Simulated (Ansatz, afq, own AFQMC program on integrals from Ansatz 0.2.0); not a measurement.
AFQMC on a folder of integrals that Ansatz 0.2.0 wrote.

```yaml
crystal:
  periodic: [false, false, false]
  atoms:
    - {symbol: Ga, position_ang: [0.000000, 0.000000, 0.000000]}
    - {symbol: Br, position_ang: [0.000000, 0.000000, 2.415800]}
basis:
  gaussian: {orbitals: aug-cc-pVDZ}
total_charge: -1
magnetization: {spin_polarized: false, initial_magnetization: 1}
correlation: {method: ccsd_t, electrons: outside_noble_gas, hamiltonian_folder: ham}
```

```sh
$ ansatz run in.yaml --threads 1 --pin off --events-out ev --progress --plain --max-ram 1843MiB
```

afq runs on the folder ham with

```
--method free --trial cisd --walkers 60 --time-step 0.03 --max-blocks 80 --target-error 0.0004 --factor-cut 1e-05 --seed 2783 --times 0,0.21,0.42,0.81,1.2,1.8,2.4,3 --taylor-order 8
```

Times are imaginary, in 1/Eh. The walk had a cap of 2099 s. Filled inner d shells are frozen with the cores.

Log:

```
orbitals 44  electrons 6 5  factors 334 of 803
reference energy -4495.67717604 Eh
CCSD correlation -0.19600207 Eh in 11 cycles, weight of the determinant in the CISD state 0.8729
repeat  energy at the last time / Eh  error
    10  -4495.882419  0.001682
    20  -4495.880353  0.000924
    30  -4495.880190  0.000683
    40  -4495.880363  0.000556
    50  -4495.880384  0.000475
    60  -4495.880166  0.000464
    70  -4495.880320  0.000427
    80  -4495.880277  0.000378
time / (1/Eh)  energy / Eh  error  mean overlap
  0.00  -4495.873135  0.000170  1.1454
  0.21  -4495.875763  0.000181  1.1442
  0.42  -4495.877146  0.000201  1.1435
  0.81  -4495.878738  0.000214  1.1396
  1.20  -4495.879387  0.000217  1.1353
  1.80  -4495.879997  0.000270  1.1313
  2.40  -4495.880426  0.000307  1.1126
  3.00  -4495.880277  0.000378  1.1135
energy -4495.880277 +/- 0.000378 Eh
```

The run passed its tests (error under three times the target), which doesn't prove that it has relaxed.

Against this walk (error 10.3 meV) on the same determinant: CCSD(T) 30.2 meV higher, CCSDT(Q) 0.8 meV lower (within the noise). The error is statistical, and a free projection of finite length keeps a remainder of its start.

Cautions: remainder of the start not in the error; no relativity below Rb; no spin-orbit coupling; inner d shell frozen.

The walk took 6.4 min on 1 thread of Arm Neoverse V1, with other jobs on the host. The log's last line is the free-projection energy.

CCSDT and higher add their correlation energy to the determinant of the CCSD(T) run, since their own runs factorise the integrals more tightly (a shift of under 2 meV). A walk keeps the symmetry of its determinant, which the program's search chose and which needn't be the lowest solution, so a lower state of the same spin and another symmetry isn't excluded.
